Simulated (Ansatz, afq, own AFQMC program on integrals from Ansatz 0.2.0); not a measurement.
# P, sextet in 6-31G, levels against full CI

A free P atom.

Basis 6-31G. Only valence electrons are correlated. Integrals, coupled cluster, full CI and functionals: Ansatz 0.2.0; the random walks run on the same integrals in our own AFQMC program. ph-AFQMC/CISD is guided by a CISD state made of CCSD amplitudes; releasing the constraint for a short imaginary time cuts its bias at the price of noise, slowly where states lie close. Uncertainties: one standard error, sampling alone.

Determinant: UHF, the one that the program's search chose, which needn't be the lowest solution.

Full CI on the same integrals is exact in this basis and with this determinant's frozen core.

Cautions: another spin lies lower (by 15.49 eV); in this basis the state lies above a state of the ion, a sign that the basis lacks the diffuse functions it needs, so its energy is an artefact of the basis.

- T1 diagnostic: 0.0014
- weight of the determinant in the CISD state: 0.998
- ⟨S²⟩ of the determinant: 8.750
- size of the correlated space: 5 electrons in 8 orbitals

Reference: full CI, correlation energy -0.075 eV. The released energy is read at 2.40 1/Eh (meV from the phaseless value at times in 1/Eh: 0.00 ± 0.02 at 0.24, -0.01 ± 0.01 at 0.51, 0.01 ± 0.02 at 0.99, 0.16 ± 0.17 at 1.62, 0.04 ± 0.02 at 2.40).

```tsv
level	E − E(reference) (kJ/mol)	share of correlation (%)
HF	7.2	0.00
MP2	2.2	70.12
CCSD	0.0	99.52
CCSD(T)	0.0	99.84
CCSDT	0.0	100.00
CCSDT(Q)	0.0	100.00
CCSDTQ	0.0	100.00
ph-AFQMC/CISD	0.0 ± 0.01	100.01
released AFQMC	0.0 ± 0.01	99.96
```

CCSDT and higher add their correlation energy to the determinant of the CCSD(T) run, since their own runs factorise the integrals more tightly (a shift of under 2 meV). A walk keeps the symmetry of its determinant, which the program's search chose and which needn't be the lowest solution, so a lower state of the same spin and another symmetry isn't excluded. Released energies are given only where the last usable release times agree within the noise; a slower fall can still hide under it.
